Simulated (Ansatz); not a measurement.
## doublet CO₂(+): levels of theory in one basis

```xyz
3

O     0.0000    0.0000   -1.1181
C     0.0000    0.0000    0.0000
O     0.0000    0.0000    1.1181
```

Basis set: def2-SVP (spherical functions). Left uncorrelated: 3 orbitals. Correlation on ROHF uses semicanonical orbitals with singles. Charge 1, multiplicity 2.

Computed with Ansatz (development build ahead of 0.2.0); each method stands on the lowest determinant of its kind that the runs found.

```
      method  E − E(ROHF) (eV)  <S²> of the determinant
        ROHF              0.00                        –
         UHF             -0.83                     0.91
    ROHF-MP2            -12.25                        –
     UHF-MP2            -11.98                     0.91
ROHF-CCSD(T)            -13.17                        –
 UHF-CCSD(T)            -13.18                     0.91
```

Is a single determinant a sound starting point here?

Only with care. Unrestricted orbitals gain 0.83 eV and <S²> is 0.91 against 0.75 for a pure state, a contamination that matters most for the unrestricted series.

Caution for ROHF, ROHF-MP2, ROHF-CCSD(T): an unrestricted determinant lies well below; the determinant may break the point group. Caution for UHF, UHF-MP2, UHF-CCSD(T): the unrestricted determinant is spin contaminated. Caution for ROHF-MP2, UHF-MP2: MP2 on this radical cation hangs on the determinant chosen. Caution for ROHF-MP2: another reference gives a lower total.
